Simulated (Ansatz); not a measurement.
B20 (FeSi-type) FeSi was calculated with PBE (plane waves, PAW; Ansatz, an electronic-structure program).

Run with plane-wave cutoff 520 eV, 8×8×8 k mesh, no spin polarisation, scalar-relativistic PAW data made under PBE.

Computed at the level's own relaxed cell.

```yaml
crystal:
  lattice:
    - [4.44798, 0.00000, 0.00000]
    - [0.00000, 4.44798, 0.00000]
    - [0.00000, 0.00000, 4.44798]
  atoms:
    - { symbol: Fe, position: [0.86400, 0.63600, 0.36400] }
    - { symbol: Fe, position: [0.36400, 0.86400, 0.63600] }
    - { symbol: Fe, position: [0.13600, 0.13600, 0.13600] }
    - { symbol: Fe, position: [0.63600, 0.36400, 0.86400] }
    - { symbol: Si, position: [0.15928, 0.34072, 0.65928] }
    - { symbol: Si, position: [0.65928, 0.15928, 0.34072] }
    - { symbol: Si, position: [0.84072, 0.84072, 0.84072] }
    - { symbol: Si, position: [0.34072, 0.65928, 0.15928] }
```

Question: Give the elastic tensor (Voigt notation, GPa, ions relaxed, in the Cartesian axes of the cell as printed).

Answer: 
```
  383.5   135.1   135.1     0.0     0.0     0.0
  135.1   383.5   135.1     0.0     0.0     0.0
  135.1   135.1   383.5     0.0     0.0     0.0
    0.0     0.0     0.0   155.1     0.0     0.0
    0.0     0.0     0.0     0.0   155.1     0.0
    0.0     0.0     0.0     0.0     0.0   155.1
```

Measured, for comparison: elastic constant C11 317 GPa, elastic constant C12 113 GPa, elastic constant C44 125 GPa (temperature not stated, not corrected to a static lattice; as tabulated in S\"ule et al. (2014), arXiv:1401.1310). Computed (rounded) less measured: elastic constant C11 +21 %, elastic constant C12 +19 %, elastic constant C44 +24 %.
